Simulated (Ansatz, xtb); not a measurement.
# Isomers of C2H6N in order of energy

5 gas-phase structures of C2H6N, found in a search over its isomers (lower ones may exist). Each was relaxed with GFN2-xTB:

A. `[CH2]CN`, a doublet
B. `CC[NH]`, a doublet
C. `C[N]C`, a doublet
D. `C[CH]N`, a doublet
E. `[CH2]NC`, a doublet

Make a reasoned guess at their ranking by r2SCAN-D4/def2-SVP single-point energy.

Calculated order at r2SCAN-D4/def2-SVP: D (0.000), E (0.363), C (0.468), B (0.477), A (0.548) eV. Less than 1 kcal/mol parts C and B, so the order within that pair means little.

Energies above the lowest of each column, in eV; the last columns are at PBE0-D3(BJ)/def2-SVP geometries (a dash: not run or not comparable):

```csv
structure,GFN2-xTB,HF/STO-3G,r2SCAN-D4/def2-SVP,PBE0-D3(BJ)/def2-SVP,CCSD(T)/def2-SVP + ΔMP2/def2-TZVPP
D,0.005,0.431,0.000,0.000,0.000
E,0.089,0.675,0.363,0.348,0.366
C,0.000,0.000,0.468,0.473,–
B,0.353,0.104,0.477,0.447,0.360
A,0.656,0.863,0.548,0.537,–
```

CCSD(T)/def2-SVP + ΔMP2/def2-TZVPP puts D lowest of those it was run on; HF/STO-3G picks C. CCSD(T)/def2-SVP + ΔMP2/def2-TZVPP orders those it was run on as D (0.000), B (0.360), E (0.366) eV. Less than 1 kcal/mol parts B and E, so the order within that pair means little. Flexible structures stand in one conformer each, not always the lowest. Frequencies (PBE0-D3(BJ)/def2-SVP) were run for B, D, E alone. Open shells are spin-unrestricted. ΔMP2 is the change of the MP2 energy from the smaller to the larger basis.

Over these structures GFN2-xTB departs from r2SCAN-D4/def2-SVP by 0.176 eV on average once a common shift is removed. A GFN2-xTB relaxation took about 0.096 s and the r2SCAN-D4/def2-SVP energy about 3.3 s on a shared host (Ansatz 0.2.0, xtb 6.7.1).
